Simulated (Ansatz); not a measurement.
Input for Ansatz (development build ahead of 0.2.0):

```yaml
crystal:
  periodic: [false, false, false]
  atoms:
    - { symbol: B, position_ang: [-0.02456, -0.04281, 0.008] }
    - { symbol: H, position_ang: [0.72474, 0.77251, 0.71666] }
    - { symbol: H, position_ang: [0.71562, -0.70487, -0.6769] }
    - { symbol: H, position_ang: [-0.68576, 0.69231, -0.73633] }
    - { symbol: H, position_ang: [-0.7649, -0.70655, 0.70125] }
basis:
  gaussian: { orbitals: def2-TZVP }
total_charge: -1
hamiltonian:
  xc: hf
```

The input is written out in the form of the current development build from the run's settings.

Output:

```yaml
Converged: yes
Total_energy: -26.98374 hartree
Spin_squared_of_the_determinant: 0.000
```

Caution: no diffuse functions for an anion.
